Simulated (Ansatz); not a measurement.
The parent structure is Ta in the bcc (W type) structure (space group Im-3m, No. 229).

```
Ta
1.0
   -1.62703     1.62703     1.62703
    1.62703    -1.62703     1.62703
    1.62703     1.62703    -1.62703
Ta
1
Direct
  0.00000   0.00000   0.00000
```

The values are results of DFT with LDA, PAW potentials and a 420 eV plane-wave cutoff in Ansatz (an electronic-structure program), scalar-relativistic without spin-orbit coupling, not measurements.

| level | lattice parameter a |
|---|---|
| LDA | 3.254 Å |

Task: From these computed values, estimate the measured ones, and say how each level misses.

Result: Measured: lattice parameter a 3.299 Å (static lattice; corrected from measurement; as listed in Daniel Mejia-Rodriguez, S. B. Trickey, Phys. Rev. B (2018)). Computed minus measured — lattice parameter a: LDA -1.4 %.

Stability against distortions was not tested. All final runs are without spin polarisation.
